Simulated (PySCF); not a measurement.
Can point charges reproduce the dipole moment of disulfane, `SS`?

Coordinates (GFN2-xTB, Å) and charges (e) from the PBE0/pcSseg-1 density (PySCF):

```csv
atom,x,y,z,Mulliken,IAO,Hirshfeld,ESP-fitted
S1,0.888,0.415,0.531,-0.1580,-0.0994,-0.0510,-0.1891
S2,-0.887,0.474,-0.484,-0.1580,-0.0994,-0.0510,-0.1887
H3,1.546,-0.418,-0.286,+0.1580,+0.0994,+0.0510,+0.1888
H4,-1.537,-0.467,0.216,+0.1580,+0.0994,+0.0510,+0.1890
```

Problem. Compute μ = Σ q r for each scheme (1 e·Å = 4.803 D) and compare with the dipole of the full density.

Solution. The full density gives (0.01, -1.53, -0.10) D, 1.53 D in size; dipole vectors point from the negative to the positive end.

```
    scheme    μx     μy     μz  size (D)  share of the full size (%)  angle to the full dipole (°)
  Mulliken  0.01  -1.35  -0.09      1.35                          88                             0
       IAO  0.00  -0.85  -0.06      0.85                          55                             0
 Hirshfeld  0.00  -0.43  -0.03      0.44                          28                             0
ESP-fitted  0.00  -1.61  -0.11      1.61                         105                             0
```

Problem. Which set comes closest?

Solution. Length of the difference vector: ESP-fitted 0.08 D, Mulliken 0.18 D, IAO 0.68 D, Hirshfeld 1.09 D. Closest: ESP-fitted. ESP charges are fitted to the potential around the molecule, whose slowest-falling term is the dipole's. 

Problem. What is left for the Hirshfeld atoms' own dipoles?

Solution. The Hirshfeld atoms' densities add up to the full density, so μ = Σ q r + Σ (atomic dipoles). The atomic dipoles sum to (0.01, -1.53, -0.10) − (0.00, -0.43, -0.03) = (0.01, -1.10, -0.07) D, 1.09 D in size.

Problem. With the origin at the mean of the coordinates, (0.003, 0.001, -0.006) Å, which are the largest single terms, by size, of the Hirshfeld dipole along the direction of the full one?

Solution. H3 +0.11, S1 +0.11, S2 +0.11, H4 +0.11 D; all 4 atoms together +0.44 D. The single terms depend on the origin, their sum doesn't.

Problem. Give the size of the full dipole in other units.

Solution. 1.53 D = 0.602 au = 0.319 e·Å = 5.10 × 10⁻³⁰ C·m.

Isolated species at its GFN2-xTB geometry, gas phase.

Conformer computed: `[SH:1][SH:2]`: H–S1–S2–H 96°.
